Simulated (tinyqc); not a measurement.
Coupled-perturbed Hartree-Fock on RHF in the sto-6g basis, for OH-, spin multiplicity 1, step by step. The basis has no diffuse functions, so it cannot describe the extra electron: this is an exercise in the method, not the real anion. Computed by tinyqc, a small Python program that keeps every step (integrals from PySCF). Settings: charge = -1, multiplicity = 1, basis = sto-6g, method = RHF, energy threshold = 1e-10, iteration cap = 76, orthogonalisation = canonical, start = atomic densities, DIIS depth = 6. Command: `OMP_NUM_THREADS=1 python tinyqc.py 20473 20474 out.jsonl` (the two numbers bound the seeds that draw the settings). One thread of a shared host (Intel(R) Xeon(R) Processor @ 2.60GHz), about 0.3 s of CPU time with the checks. The early iterations of the SCF are left out here.

## One-electron integrals

Geometry (angstrom):
```
atom        x        y        z
O     0.00000  0.00000  0.00000
H     0.00000  0.00000  1.06100
```

Basis sto-6g: exponents (1/bohr^2) and contraction coefficients of normalised primitives:
```
element  l (shell)    exponent  coefficient
O            s (1)  1355.58423      0.00916
O            s (1)   248.54489      0.04936
O            s (1)    69.53390      0.16854
O            s (1)    23.88677      0.37056
O            s (1)     9.27593      0.41649
O            s (1)     3.82034      0.13033
O            s (2)    52.18776     -0.01325
O            s (2)    10.32932     -0.04699
O            s (2)     3.21034     -0.03379
O            s (2)     1.23514      0.25024
O            s (2)     0.53642      0.59512
O            s (2)     0.24588      0.24071
O            p (3)    52.18776      0.00376
O            p (3)    10.32932      0.03768
O            p (3)     3.21034      0.17390
O            p (3)     1.23514      0.41804
O            p (3)     0.53642      0.42586
O            p (3)     0.24588      0.10171
H            s (1)    35.52322      0.00916
H            s (1)     6.51314      0.04936
H            s (1)     1.82214      0.16854
H            s (1)     0.62596      0.37056
H            s (1)     0.24308      0.41649
H            s (1)     0.10011      0.13033
```

Overlap, kinetic and nuclear-attraction integrals over the contracted functions; the nuclear repulsion is the sum of Za Zb / Rab.

nuclear repulsion = 3.9900261 hartree

overlap S, order 1O 1s, 1O 2s, 1O 2px, 1O 2py, 1O 2pz, 2H 1s:
```
[[1.00000, 0.23114, 0.00000, 0.00000, 0.00000, 0.04366],
 [0.23114, 1.00000, 0.00000, 0.00000, 0.00000, 0.41146],
 [0.00000, 0.00000, 1.00000, 0.00000, 0.00000, 0.00000],
 [0.00000, 0.00000, 0.00000, 1.00000, 0.00000, 0.00000],
 [0.00000, 0.00000, 0.00000, 0.00000, 1.00000, 0.35488],
 [0.04366, 0.41146, 0.00000, 0.00000, 0.35488, 1.00000]]
```

kinetic energy T (hartree), order 1O 1s, 1O 2s, 1O 2px, 1O 2py, 1O 2pz, 2H 1s:
```
[[29.32720, -0.89602, 0.00000, 0.00000, 0.00000, -0.00524],
 [-0.89602, 0.84262, 0.00000, 0.00000, 0.00000, 0.08343],
 [0.00000, 0.00000, 2.53131, 0.00000, 0.00000, 0.00000],
 [0.00000, 0.00000, 0.00000, 2.53131, 0.00000, 0.00000],
 [0.00000, 0.00000, 0.00000, 0.00000, 2.53131, 0.20930],
 [-0.00524, 0.08343, 0.00000, 0.00000, 0.20930, 0.76852]]
```

nuclear attraction V (hartree), order 1O 1s, 1O 2s, 1O 2px, 1O 2py, 1O 2pz, 2H 1s:
```
[[-61.75707, -6.26657, 0.00000, 0.00000, -0.01337, -1.35746],
 [-6.26657, -9.49556, 0.00000, 0.00000, -0.15329, -3.02940],
 [0.00000, 0.00000, -9.46224, 0.00000, 0.00000, 0.00000],
 [0.00000, 0.00000, 0.00000, -9.46224, 0.00000, 0.00000],
 [-0.01337, -0.15329, 0.00000, 0.00000, -9.56100, -2.35778],
 [-1.35746, -3.02940, 0.00000, 0.00000, -2.35778, -5.13326]]
```

core Hamiltonian H = T + V (hartree), order 1O 1s, 1O 2s, 1O 2px, 1O 2py, 1O 2pz, 2H 1s:
```
[[-32.42987, -7.16259, 0.00000, 0.00000, -0.01337, -1.36271],
 [-7.16259, -8.65294, 0.00000, 0.00000, -0.15329, -2.94597],
 [0.00000, 0.00000, -6.93093, 0.00000, 0.00000, 0.00000],
 [0.00000, 0.00000, 0.00000, -6.93093, 0.00000, 0.00000],
 [-0.01337, -0.15329, 0.00000, 0.00000, -7.02970, -2.14848],
 [-1.36271, -2.94597, 0.00000, 0.00000, -2.14848, -4.36474]]
```

## Two-electron integrals

Functions are numbered as in S; the eight-fold symmetry (ij|kl) = (ji|kl) = (kl|ij) leaves the list below.

Two-electron integrals (ij|kl) in chemists' order, unique and non-zero (hartree):
```
(11|11) 4.78749   (21|11) 0.67588   (21|21) 0.12150   (22|11) 1.11738
(22|21) 0.24921   (22|22) 0.81738   (31|31) 0.02576   (32|31) 0.03914
(32|32) 0.18066   (33|11) 1.11738   (33|21) 0.24921   (33|22) 0.81738
(33|33) 0.88066   (41|41) 0.02576   (42|41) 0.03914   (42|42) 0.18066
(43|43) 0.04746   (44|11) 1.11738   (44|21) 0.24921   (44|22) 0.81738
(44|33) 0.78574   (44|44) 0.88066   (51|51) 0.02576   (52|51) 0.03914
(52|52) 0.18066   (53|53) 0.04746   (54|54) 0.04746   (55|11) 1.11738
(55|21) 0.24921   (55|22) 0.81738   (55|33) 0.78574   (55|44) 0.78574
(55|55) 0.88066   (61|11) 0.13605   (61|21) 0.02345   (61|22) 0.04705
(61|33) 0.04695   (61|44) 0.04695   (61|51) 0.00115   (61|52) 0.00225
(61|55) 0.04726   (61|61) 0.00461   (62|11) 0.33663   (62|21) 0.07616
(62|22) 0.27731   (62|33) 0.27266   (62|44) 0.27266   (62|51) 0.00611
(62|52) 0.04543   (62|55) 0.28661   (62|61) 0.01478   (62|62) 0.11799
(63|31) 0.00838   (63|32) 0.04745   (63|53) 0.00933   (63|63) 0.01651
(64|41) 0.00838   (64|42) 0.04745   (64|54) 0.00933   (64|64) 0.01651
(65|11) 0.24589   (65|21) 0.05641   (65|22) 0.21906   (65|33) 0.20925
(65|44) 0.20925   (65|51) 0.01232   (65|52) 0.08117   (65|55) 0.23868
(65|61) 0.01144   (65|62) 0.11332   (65|65) 0.12411   (66|11) 0.48625
(66|21) 0.11206   (66|22) 0.46727   (66|33) 0.44880   (66|44) 0.44880
(66|51) 0.01145   (66|52) 0.11706   (66|55) 0.50421   (66|61) 0.02196
(66|62) 0.25424   (66|65) 0.27859   (66|66) 0.77500
```

## Orthogonalisation

S = U s U^T; canonical form X = U s^(-1/2), so that X^T S X = 1. Each column of U has its largest component positive (the first on a tie).

eigenvalues of S: [0.43932, 0.84301, 1.00000, 1.00000, 1.13011, 1.58755]

X, order 1O 1s, 1O 2s, 1O 2px, 1O 2py, 1O 2pz, 2H 1s:
```
[[0.27603, 0.76418, 0.00000, 0.00000, 0.59430, 0.21748],
 [-0.86219, -0.47193, 0.00000, 0.00000, 0.37518, 0.45356],
 [0.00000, 0.00000, 0.97668, 0.21472, 0.00000, 0.00000],
 [0.00000, 0.00000, -0.21472, 0.97668, 0.00000, 0.00000],
 [-0.64549, 0.56340, 0.00000, 0.00000, -0.58702, 0.31740],
 [1.01980, -0.24923, 0.00000, 0.00000, -0.21522, 0.52549]]
```

Within a degenerate level the vectors are fixed only up to a rotation; this is one choice.

## Iteration 7 (converged): orbitals

converged F (hartree), order 1O 1s, 1O 2s, 1O 2px, 1O 2py, 1O 2pz, 2H 1s:
```
[[-19.67441, -4.78315, 0.00000, 0.00000, -0.02047, -0.91137],
 [-4.78315, -1.68051, 0.00000, 0.00000, -0.02987, -0.60999],
 [0.00000, 0.00000, 0.22677, 0.00000, 0.00000, 0.00000],
 [0.00000, 0.00000, 0.00000, 0.22677, 0.00000, 0.00000],
 [-0.02047, -0.02987, 0.00000, 0.00000, 0.46513, -0.29422],
 [-0.91137, -0.60999, 0.00000, 0.00000, -0.29422, -0.04772]]
```

Diagonalise F' = X^T F X, C = X C', fill 5 alpha and 5 beta electrons from the bottom; D = 2 C_occ C_occ^T. Each column has its largest component positive (the first on a tie).

F' = X^T F X (hartree):
```
[[0.59356, -1.90539, 0.00000, 0.00000, -1.24784, -0.66425],
 [-1.90539, -7.98431, 0.00000, 0.00000, -8.56348, -4.15840],
 [0.00000, 0.00000, 0.22677, 0.00000, 0.00000, 0.00000],
 [0.00000, 0.00000, 0.00000, 0.22677, 0.00000, 0.00000],
 [-1.24784, -8.56348, 0.00000, 0.00000, -8.87556, -4.77841],
 [-0.66425, -4.15840, 0.00000, 0.00000, -4.77841, -2.79490]]
```

orbital energies (hartree): [-19.67768, -0.59046, 0.06707, 0.22677, 0.22677, 1.13986]

coefficients C, order 1O 1s, 1O 2s, 1O 2px, 1O 2py, 1O 2pz, 2H 1s:
```
[[0.99672, -0.22968, 0.09457, 0.00000, 0.00000, -0.07421],
 [0.01453, 0.89767, -0.52534, 0.00000, 0.00000, 0.48017],
 [0.00000, 0.00000, 0.00000, 0.14594, 0.98929, 0.00000],
 [0.00000, 0.00000, 0.00000, 0.98929, -0.14594, 0.00000],
 [0.00225, 0.04009, 0.52743, 0.00000, 0.00000, 0.94848],
 [-0.00366, 0.23855, 0.70343, 0.00000, 0.00000, -0.93426]]
```

D after iteration 7, order 1O 1s, 1O 2s, 1O 2px, 1O 2py, 1O 2pz, 2H 1s:
```
[[2.11029, -0.48277, 0.00000, 0.00000, 0.08583, 0.01617],
 [-0.48277, 2.16402, 0.00000, 0.00000, -0.48213, -0.31090],
 [0.00000, 0.00000, 2.00000, 0.00000, 0.00000, 0.00000],
 [0.00000, 0.00000, 0.00000, 2.00000, 0.00000, 0.00000],
 [0.08583, -0.48213, 0.00000, 0.00000, 0.55960, 0.76114],
 [0.01617, -0.31090, 0.00000, 0.00000, 0.76114, 1.10348]]
```

Within a degenerate level the vectors are fixed only up to a rotation; this is one choice.

## Convergence

Stop when the energy changes by less than 1e-10 hartree and every element of the error matrix X^T (F D S - S D F) X is below 3e-06.

Course of the cycle:
```
iteration  E (hartree)     change  largest element of the error matrix
1          -79.9909441          -                             7.95e-01
2          -74.7713224   5.22e+00                             1.14e-01
3          -74.7857401  -1.44e-02                             1.93e-02
4          -74.7859882  -2.48e-04                             2.99e-03
5          -74.7859928  -4.60e-06                             5.40e-05
6          -74.7859928  -1.47e-09                             4.15e-07
7          -74.7859928  -1.14e-13                             9.94e-10
```

PySCF RHF in the same basis = -74.7859928 hartree

Converged in 7 iterations.

## Integrals over molecular orbitals

(pq|rs) = sum C_ip C_jq C_kr C_ls (ij|kl), one index at a time.

one-electron integrals over orbitals h = C^T H C (hartree):
```
[[-32.41641, 0.60239, -0.24534, 0.00000, 0.00000, 0.19910],
 [0.60239, -7.15391, 0.73133, 0.00000, 0.00000, -0.98116],
 [-0.24534, 0.73133, -5.59632, 0.00000, 0.00000, -1.42969],
 [0.00000, 0.00000, 0.00000, -6.93093, 0.00000, 0.00000],
 [0.00000, 0.00000, 0.00000, 0.00000, -6.93093, 0.00000],
 [0.19910, -0.98116, -1.42969, 0.00000, 0.00000, -5.67282]]
```

Two-electron integrals over orbitals (pq|rs), unique and non-zero (hartree):
```
(11|11) 4.76236    (21|11) -0.44475   (21|21) 0.06660    (22|11) 1.03724
(22|21) -0.01739   (22|22) 0.72808    (31|11) 0.18844    (31|21) -0.02760
(31|22) 0.01111    (31|31) 0.02047    (32|11) -0.19715   (32|21) 0.00864
(32|22) -0.04233   (32|31) 0.01014    (32|32) 0.14393    (33|11) 0.78702
(33|21) -0.00773   (33|22) 0.62254    (33|31) -0.00198   (33|32) -0.01009
(33|33) 0.64389    (41|41) 0.02670    (42|41) 0.03335    (42|42) 0.15140
(43|41) -0.01293   (43|42) -0.04965   (43|43) 0.04054    (44|11) 1.11708
(44|21) -0.01198   (44|22) 0.75728    (44|31) 0.00486    (44|32) -0.10288
(44|33) 0.61147    (44|44) 0.88066    (51|51) 0.02670    (52|51) 0.03335
(52|52) 0.15140    (53|51) -0.01293   (53|52) -0.04965   (53|53) 0.04054
(54|54) 0.04746    (55|11) 1.11708    (55|21) -0.01198   (55|22) 0.75728
(55|31) 0.00486    (55|32) -0.10288   (55|33) 0.61147    (55|44) 0.78574
(55|55) 0.88066    (61|11) -0.15197   (61|21) 0.02425    (61|22) -0.00052
(61|31) 0.00370    (61|32) 0.02285    (61|33) -0.01032   (61|44) -0.00379
(61|55) -0.00379   (61|61) 0.02981    (62|11) 0.20716    (62|21) -0.00509
(62|22) 0.10354    (62|31) 0.01726    (62|32) 0.03119    (62|33) 0.00549
(62|44) 0.10845    (62|55) 0.10845    (62|61) 0.02025    (62|62) 0.10871
(63|11) 0.28357    (63|21) -0.00393   (63|22) 0.11835    (63|31) -0.00386
(63|32) -0.11992   (63|33) 0.03731    (63|44) 0.16096    (63|55) 0.16096
(63|61) -0.00971   (63|62) 0.03588    (63|63) 0.17066    (64|41) 0.00962
(64|42) 0.03856    (64|43) 0.01021    (64|64) 0.03817    (65|51) 0.00962
(65|52) 0.03856    (65|53) 0.01021    (65|65) 0.03817    (66|11) 0.94628
(66|21) -0.01082   (66|22) 0.67952    (66|31) 0.01387    (66|32) 0.02353
(66|33) 0.64036    (66|44) 0.66646    (66|55) 0.66646    (66|61) 0.01023
(66|62) 0.08689    (66|63) 0.04838    (66|66) 0.71997
```

## Response to a field: uncoupled start

dipole integrals <a|z|i> (bohr), order a6:
```
[[0.05535, -0.04506, -1.08371, 0.00000, 0.00000]]
```

Field along z; U_ai = -mu_ai / (e_a - e_i), alpha = -4 sum U_ai mu_ai.

uncoupled U, order a6:
```
[[-0.00266, 0.02604, 1.01017, 0.00000, 0.00000]]
```

uncoupled polarisability = 4.38423 bohr^3

## Coupled step 1

U_ai = -(mu_ai + sum_bj [4 (ai|bj) - (ab|ij) - (aj|bi)] U_bj) / (e_a - e_i); alpha = -4 sum U_ai mu_ai.

U after step 1, order a6:
```
[[-0.00077, -0.01763, 1.12893, 0.00000, 0.00000]]
```

polarisability = 4.89071 bohr^3

## Coupled step 2

As before.

U after step 2, order a6:
```
[[-0.00030, -0.03240, 1.14664, 0.00000, 0.00000]]
```

polarisability = 4.96473 bohr^3

## Coupled polarisability

Repeat until U stops changing; compare with -d2E/dF2.

Course of the coupled iterations:
```
step  alpha (bohr^3)
0            4.38423
1            4.89071
2            4.96473
3            4.97829
4            4.98117
5            4.98182
6            4.98197
7            4.98201
8            4.98202
9            4.98202
10           4.98202
11           4.98202
12           4.98202
13           4.98202
```

coupled polarisability = 4.98202 bohr^3

finite-field check, fields of +/-0.001 au = 4.98202 bohr^3
